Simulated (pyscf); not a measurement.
Thermochemistry of product channels of HO–Si(OH)(OH)–O–Si(OH)(OH)–OH (SMILES O[Si](O)(O)O[Si](O)(O)O) + HF (SMILES F) on the singlet surface, in eV, from ωB97M-D3(BJ)/def2-TZVP energies (ideal gas, 1 atm, RRHO with modes under 100 cm⁻¹ raised to 100, one conformer, R ln 2 for chiral ones without a mode under 150 cm⁻¹). Single points on ωB97X-D3(BJ)/def2-SVP structures (PySCF, gas phase).

| products | ΔE | ΔH(298 K) | ΔG(298 K) | ΔG(600 K) |
|---|---|---|---|---|
| HO–Si(OH)(OH)–F (SMILES O[Si](O)(O)F) + HO–Si(OH)(OH)–OH (SMILES O[Si](O)(O)O) | -0.16 | -0.18 | -0.36 | -0.53 |
| H₂O (SMILES O) + HO–Si(OH)(OH)–O–Si(OH)(OH)–F (SMILES O[Si](O)(O)O[Si](O)(O)F) | -0.36 | -0.35 | -0.42 | -0.47 |

These are energies of the channels, which say nothing of barriers.
